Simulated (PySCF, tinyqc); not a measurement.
Starting guesses with DIIS over 6 matrices: SCF starting guesses in the sto-6g basis, for H2O, spin multiplicity 1. Computed by the program tinyqc with PySCF. RHF with one setting changed at a time; a run stops when the energy changes by less than 1e-09 hartree and the error matrix is below 1e-5. Starts: the lowest orbitals of the core Hamiltonian, of the Wolfsberg-Helmholz matrix (K = 1.75), projected atomic densities, random orbitals, and the highest orbitals of the core Hamiltonian (a deliberately bad start).

Geometry (angstrom):
```
atom,x,y,z
O,0.0000,0.0000,0.0000
H,0.0000,1.1060,0.8170
H,0.0000,-1.1060,0.8170
```

lowest restricted solution found by these runs and by PySCF = -75.501892 hartree

Largest element of the error matrix X^T (FDS - SDF) X:
```
iteration,core,Wolfsberg-Helmholz,atomic densities,random,highest core orbitals
1,3.6e-01,5.0e-01,5.5e-01,1.3e+01,3.3e-01
2,5.0e-01,2.6e-01,2.3e-01,5.3e-01,4.2e-01
3,1.3e-01,2.4e-02,5.5e-02,3.7e-01,4.6e-01
4,2.5e-02,4.1e-03,3.8e-03,2.8e-02,4.6e-01
5,7.8e-03,3.2e-04,6.6e-04,1.7e-02,4.6e-01
6,5.3e-03,1.4e-04,2.4e-04,7.7e-03,4.5e-01
8,3.0e-06,4.2e-08,1.4e-07,3.1e-04,4.9e-01
10,-,-,-,1.2e-05,2.7e-02
14,-,-,-,-,4.6e-05
```

How each run ends:
```
run,iterations,E (hartree),state
core,9,-75.50189,lowest found
Wolfsberg-Helmholz,8,-75.50189,lowest found
atomic densities,8,-75.50189,lowest found
random,11,-75.50189,lowest found
highest core orbitals,16,-75.50189,lowest found
```

What does the comparison show, and why?

5 of 5 runs reach the lowest restricted solution found, in 8 to 16 iterations (fastest: Wolfsberg-Helmholz, atomic densities). The first errors are 4e-01, 5e-01, 6e-01, 1e+01, 3e-01; the deliberately bad start has the smallest one, so a small first error does not mark a good start. The restricted reference is unstable here: a spin-polarised solution lies 0.0231 hartree lower (PySCF), so results built on it describe a poor reference.
